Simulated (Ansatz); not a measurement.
The same path of H4O2Si (7 atoms, charge 0, multiplicity 1) was run twice with different band settings. Lost on the way: Si1–O2, Si1–H4. Made: O2–H4.

These are results of RKS B3LYP/def2-SVP in Ansatz, not measurements.

Relaxed end points:

```xyz
7
Properties=species:S:1:pos:R:3
Si 0.272 -0.019 0.028
O 0.521 -0.022 1.673
H -0.223 -0.228 2.251
H 1.617 0.115 -0.566
O -0.620 1.276 -0.516
H -1.580 1.197 -0.525
H -0.420 -1.282 -0.380
```

```xyz
7
Properties=species:S:1:pos:R:3
Si 0.008 -0.261 -0.826
O 0.760 0.177 1.253
H 0.622 -0.594 1.826
H 1.719 0.314 1.222
O -0.839 1.190 -0.997
H -1.653 1.294 -0.488
H -1.049 -1.081 -0.027
```

Common settings: movable images 5; climbing image yes; spring 5.0 eV/Å²; optimiser quadratic models (default); force threshold 0.05 eV/Å; iteration limit 60; end points relaxed.

| run | start path |
| --- | --- |
| 1 | through a guess of the saddle point |
| 2 | straight line |

Problem. What does each run give, and how far can it be trusted?

Solution. Run 1: converged after 16 iterations, highest image 3.361 eV above the first end. Neighbouring images differ by up to 2.2 eV, so the band resolves the path poorly. A vibrational analysis at the climbing image gives one clearly imaginary mode, 1466i cm⁻¹: a first-order saddle point.
Run 2: converged after 12 iterations, highest image 3.360 eV above the first end. Neighbouring images differ by up to 2.1 eV, so the band resolves the path poorly. Another band between the same ends (5 images) ends at a top of the same energy, where a vibrational analysis finds 1 clearly imaginary mode.
The orbitals stay closed-shell, which can raise the energy where a bond breaks towards radicals; this wasn't checked here.
